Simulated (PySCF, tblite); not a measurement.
**A complex of sulfuric acid and hydrogen fluoride**

A gas-phase complex of sulfuric acid and hydrogen fluoride; neutral, singlet. The structure comes from a short search (6 tight-binding starts) and was relaxed by PBE0-D3(BJ)/def2-SVPD; another way of binding may lie lower. Frequencies by PBE0-D3(BJ)/def2-SVPD show no clear imaginary mode.

Parts: 1 = sulfuric acid (O=S(=O)(O)O), atoms 1–7; 2 = hydrogen fluoride (F), atoms 8–9.

Coordinates in Å:
```
O1     -1.117   -0.341   -0.752
S2     -0.003    0.584   -0.095
O3      0.609    1.348   -1.149
O4     -0.562    1.204    1.103
O5      1.059   -0.481    0.468
H6     -1.785   -0.575   -0.065
H7      1.652   -0.749   -0.252
F8     -2.565   -0.326    1.493
H9     -1.925    0.359    1.638
```

```tsv
contact	kind (by geometry)	distance (Å)	angle (°)
H9···O4	hydrogen bond	1.691	149
H6···F8	hydrogen bond	1.760	152
```

Interaction energies are complex less parts, with the parts frozen as they stand in it; counterpoise-corrected, in kcal/mol (PySCF).

Q: Give the interaction energy at each level run.

A: 
```
                 level  interaction  superposition error removed
wB97M-D3(BJ)/def2-SVPD       -12.01                        -0.99
 PBE0-D3(BJ)/def2-SVPD       -12.61                        -1.09
```

Q: What holds them together? Decompose the wB97M-D3(BJ)/def2-SVPD energy: frozen parts, their antisymmetrised product, then relaxation.

A: electrostatic -22.9, Pauli repulsion +25.4, orbital relaxation -14.0, dispersion correction -1.5 kcal/mol, which sum to the value before the counterpoise correction; the Pauli term holds the exchange-correlation of the frozen density too. Of the attraction, 60 % is electrostatic, 36 % is orbital relaxation, 4 % is dispersion correction.

The parts were also relaxed and run alone, at the levels used for the complex: vibrations by PBE0-D3(BJ)/def2-SVPD; shieldings by PBE0/pcSseg-2; core levels by delta-SCF with SCAN, pcX-2 on the ionised atom and pcseg-1 elsewhere, spin-free X2C.

Q: What does binding change?

A: 
```csv
property,alone,in the complex,change
F8–H9 bond (Å),0.920,0.949,+0.028
"stretch carried by H9 (cm⁻¹, harmonic)",4151,3592,-559
its infrared intensity (km/mol),127,1162,
shielding of H9 (ppm),29.19,23.24,-5.95
shielding of O4 (ppm),96.5,106.4,+10.0
shielding of H6 (ppm),25.99,21.94,-4.05
shielding of F8 (ppm),410.9,377.1,-33.8
O1 1s core level (eV),540.81,540.81,-0.01
O4 1s core level (eV),539.13,539.61,+0.48
F8 1s core level (eV),694.12,693.68,-0.43
```

Q: What are the binding energy from relaxed parts (wB97M-D3(BJ)/def2-SVPD), and ΔH and ΔG of association at 298.15 K and 1 atm?

A: -10.65 kcal/mol, -8.44 with zero-point energy; ΔH -9.4 and ΔG -0.3 kcal/mol, from harmonic vibrations by PBE0-D3(BJ)/def2-SVPD with low modes damped.
